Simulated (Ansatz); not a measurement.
Geometry optimisation, RKS PBE0/def2-SVP (Ansatz 0.2.0).

The input (input.yaml):

```yaml
crystal:
  periodic: [false, false, false]
  atoms:
    - { symbol: Al, position_ang: [-0.061585, -0.506513, -0.461851] }
    - { symbol: C, position_ang: [-0.037006, -0.17191, 2.68448] }
    - { symbol: H, position_ang: [-0.951879, -0.107556, 3.288019] }
    - { symbol: H, position_ang: [0.829067, -0.390677, 3.323277] }
    - { symbol: H, position_ang: [0.128847, 0.791094, 2.174562] }
    - { symbol: H, position_ang: [1.404987, 0.046561, -0.633553] }
    - { symbol: H, position_ang: [-1.398053, 0.30424, -0.673998] }
    - { symbol: Cl, position_ang: [-0.265682, -2.645514, -0.023323] }
    - { symbol: H, position_ang: [-0.150997, -1.008025, 1.966687] }
basis:
  gaussian: { orbitals: def2-SVP }
hamiltonian:
  xc: pbe0
relax:
  f_tol: 0.03
  max_steps: 50
output:
  orbitals: {}
```

Run as:

```bash
$ ansatz run input.yaml --threads 1 --pin off --max-ram 2048MiB --backend cpu --events-out ev --progress --plain --runs-dir out
```

Problem. Where does it end, and by what steps?

Solution. It converged. After 7 steps the energy has fallen by 0.108 eV; H7 moved furthest, 0.34 Å.

```json
{"step": "0", "energy less start (eV)": "0.0000", "largest force component (eV/Å)": "0.965", "accepted": "yes"}
{"step": "1", "energy less start (eV)": "-0.0565", "largest force component (eV/Å)": "0.436", "accepted": "yes"}
{"step": "2", "energy less start (eV)": "-0.0751", "largest force component (eV/Å)": "0.279", "accepted": "yes"}
{"step": "3", "energy less start (eV)": "-0.0963", "largest force component (eV/Å)": "0.264", "accepted": "yes"}
{"step": "4", "energy less start (eV)": "-0.0937", "largest force component (eV/Å)": "0.251", "accepted": "no"}
{"step": "5", "energy less start (eV)": "-0.1060", "largest force component (eV/Å)": "0.130", "accepted": "yes"}
{"step": "6", "energy less start (eV)": "-0.1073", "largest force component (eV/Å)": "0.053", "accepted": "yes"}
{"step": "7", "energy less start (eV)": "-0.1075", "largest force component (eV/Å)": "0.028", "accepted": "yes"}
```

```xyz
9
Properties=species:S:1:pos:R:3
Al -0.062 -0.545 -0.216
C -0.037 -0.162 2.555
H -0.950 0.007 3.139
H 0.839 -0.241 3.210
H 0.111 0.698 1.883
H 1.405 0.030 -0.336
H -1.386 0.309 -0.332
Cl -0.274 -2.657 -0.286
H -0.147 -1.127 2.026
```

Whether the end is a true minimum wasn't checked by a vibrational analysis.

Run time: 21 s on 1 thread of Arm Neoverse V2, with other jobs on the host, peak memory 0.15 GiB.
